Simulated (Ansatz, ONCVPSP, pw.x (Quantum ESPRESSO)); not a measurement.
**What a changed setting does to a pw.x run (diamond Si)**

Potential: optimised norm-conserving Vanderbilt (ONCV), ONCVPSP 4.0.1, PBE; core [Ne], reference 3s2; waves: 3s: rc 1.75 bohr, ncon 4, nbas 7, qcut 4.1 1/bohr, 2 projectors, debl 2.2 Ha; p scattering state at 0.47 Ha: rc 1.65 bohr, ncon 5, nbas 9, qcut 5 1/bohr, 2 projectors, debl 3.3 Ha; local part: polynomial inside 1.15 bohr (lpopt 5, dvloc0 2 Ha); core correction: Teter function, fcfact 4.25, rcfact 1.1. In the p channel the program set the typed energies aside and used 0.050, 3.350 Ha.

The reference run (k-mesh 8³, cutoffs 60/240 Ry, Fermi–Dirac 0.01 Ry, mixing_beta 0.4, conv_thr 1e-9, no spin) gives 0.29 GPa at 20.463 Å³/atom, where all-electron LAPW gives -0.05 GPa. This run, with its own iteration cap, changes mixing_ndim to 4.

```
&control
  calculation='scf', prefix='x', pseudo_dir='./', outdir='./tmp', tstress=.true., disk_io='none'
/
&system
  ibrav=0, nat=2, ntyp=1, ecutwfc=60, ecutrho=240, nbnd=11,
  occupations='smearing', smearing='fd', degauss=0.01
/
&electrons
  conv_thr=1e-09, mixing_beta=0.4, electron_maxstep=70, mixing_ndim=4
/
ATOMIC_SPECIES
Si 1.0 Si.UPF
CELL_PARAMETERS angstrom
  0.00000000 2.73520428 2.73520428
  2.73520428 0.00000000 2.73520428
  2.73520428 2.73520428 0.00000000
ATOMIC_POSITIONS crystal
Si 0.0000 0.0000 0.0000
Si 0.2500 0.2500 0.2500
K_POINTS automatic
8 8 8 0 0 0
```

```bash
pw.x < Si.scf.in > Si.scf.out
```

Task: How does the run end?

Result: It converges in 7 iterations; the free energy moves by +0.0 meV/atom and the pressure by +0.00 GPa. The result is that of the reference run.

```
Message from routine setup:
     using ibrav=0 with symmetry is DISCOURAGED, use correct ibrav instead
     lattice parameter (alat)  =       7.3098  a.u.
     unit-cell volume          =     276.1823 (a.u.)^3
     number of electrons       =         8.00
     number of Kohn-Sham states=           11
     kinetic-energy cutoff     =      60.0000  Ry
     charge density cutoff     =     240.0000  Ry
     scf convergence threshold =      1.0E-09
     Exchange-correlation= PBE
     number of k points=    29  Fermi-Dirac smearing, width (Ry)=  0.0100
     iteration #  1     ecut=    60.00 Ry     beta= 0.40
     total energy              =     -16.42630267 Ry
     estimated scf accuracy    <       0.34902270 Ry
     iteration #  2     ecut=    60.00 Ry     beta= 0.40
     total energy              =     -16.39804476 Ry
     estimated scf accuracy    <       0.09429968 Ry
     iteration #  3     ecut=    60.00 Ry     beta= 0.40
     total energy              =     -16.40548192 Ry
     estimated scf accuracy    <       0.00177938 Ry
     iteration #  4     ecut=    60.00 Ry     beta= 0.40
     total energy              =     -16.40560981 Ry
     estimated scf accuracy    <       0.00029768 Ry
     iteration #  5     ecut=    60.00 Ry     beta= 0.40
     total energy              =     -16.40564044 Ry
     estimated scf accuracy    <       0.00000039 Ry
     iteration #  6     ecut=    60.00 Ry     beta= 0.40
     total energy              =     -16.40564118 Ry
     estimated scf accuracy    <       0.00000030 Ry
     iteration #  7     ecut=    60.00 Ry     beta= 0.40
     the Fermi energy is     6.3398 ev
!    total energy              =     -16.40564120 Ry
     estimated scf accuracy    <          8.9E-10 Ry
     smearing contrib. (-TS)   =      -0.00022012 Ry
     The total energy is F=E-TS. E is the sum of the following terms:
     one-electron contribution =       4.68306034 Ry
     hartree contribution      =       1.11444906 Ry
     xc contribution           =      -5.52807639 Ry
     ewald contribution        =     -16.67485408 Ry
     convergence has been achieved in   7 iterations
          total   stress  (Ry/bohr**3)                   (kbar)     P=        2.91
     Message from routine punch:
     Nothing written, as per user request (disk_io='none')
```

The run took about 30 s on one core of a shared host (Intel(R) Xeon(R) Processor @ 2.60GHz, 24 threads, 32 GiB, load 21).
